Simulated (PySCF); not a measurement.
Gas-phase reaction: i-Si₄H₁₀ ⇌ 4 SiH + 6 H

Method: PySCF energies plus ideal-gas RRHO corrections (1 bar). † marks an energy on the PBE0/def2-TZVP geometry and frequencies; other levels use their own. MP2 freezes the core. 6-31G* has spherical d functions here. Open shells (unrestricted): SiH (multiplicity 2, electronic degeneracy 4), H (multiplicity 2); the rest are closed-shell singlets. Spin-orbit splitting is ignored; it lowers the true energy and changes the entropy of SiH. B3LYP is the form with VWN-RPA correlation. MP2 isn't extrapolated to the basis-set limit; its ΔH°(298 K) is 2496.3 kJ in def2-SVP and 2607.3 kJ in def2-TZVPP. The harmonic model lacks anharmonicity and excited electronic states, which grow with temperature; levels with a mode under 35 cm⁻¹ are left out. Internal rotation in i-Si₄H₁₀ is treated as a harmonic vibration of one conformer, which makes the entropy rough.

```json
[
 {"level": "B3LYP/def2-TZVP†", "ΔE electronic, kJ": "2709", "ΔH°(298 K), kJ": "2581", "ΔS°(298 K), J/K": "1073", "ΔG°(1200 K), kJ": "1264"},
 {"level": "HF/6-31G*", "ΔE electronic, kJ": "2203", "ΔH°(298 K), kJ": "2062", "ΔS°(298 K), J/K": "1079", "ΔG°(1200 K), kJ": "731"},
 {"level": "HF/def2-TZVP†", "ΔE electronic, kJ": "2224", "ΔH°(298 K), kJ": "2096", "ΔS°(298 K), J/K": "1073", "ΔG°(1200 K), kJ": "778"},
 {"level": "M06-2X/def2-TZVP†", "ΔE electronic, kJ": "2737", "ΔH°(298 K), kJ": "2609", "ΔS°(298 K), J/K": "1073", "ΔG°(1200 K), kJ": "1292"},
 {"level": "MP2/def2-SVP†", "ΔE electronic, kJ": "2624", "ΔH°(298 K), kJ": "2496", "ΔS°(298 K), J/K": "1073", "ΔG°(1200 K), kJ": "1179"},
 {"level": "MP2/def2-TZVPP†", "ΔE electronic, kJ": "2735", "ΔH°(298 K), kJ": "2607", "ΔS°(298 K), J/K": "1073", "ΔG°(1200 K), kJ": "1290"},
 {"level": "PBE/def2-TZVP†", "ΔE electronic, kJ": "2720", "ΔH°(298 K), kJ": "2591", "ΔS°(298 K), J/K": "1073", "ΔG°(1200 K), kJ": "1274"},
 {"level": "r2SCAN/def2-TZVP†", "ΔE electronic, kJ": "2805", "ΔH°(298 K), kJ": "2677", "ΔS°(298 K), J/K": "1073", "ΔG°(1200 K), kJ": "1360"},
 {"level": "LDA/def2-TZVP†", "ΔE electronic, kJ": "3040", "ΔH°(298 K), kJ": "2912", "ΔS°(298 K), J/K": "1073", "ΔG°(1200 K), kJ": "1595"},
 {"level": "ωB97M-V/def2-TZVP†", "ΔE electronic, kJ": "2764", "ΔH°(298 K), kJ": "2636", "ΔS°(298 K), J/K": "1073", "ΔG°(1200 K), kJ": "1319"}
]
```
ΔH° is lowest at HF/6-31G* and highest at LDA/def2-TZVP†. No reference value is set beside these.
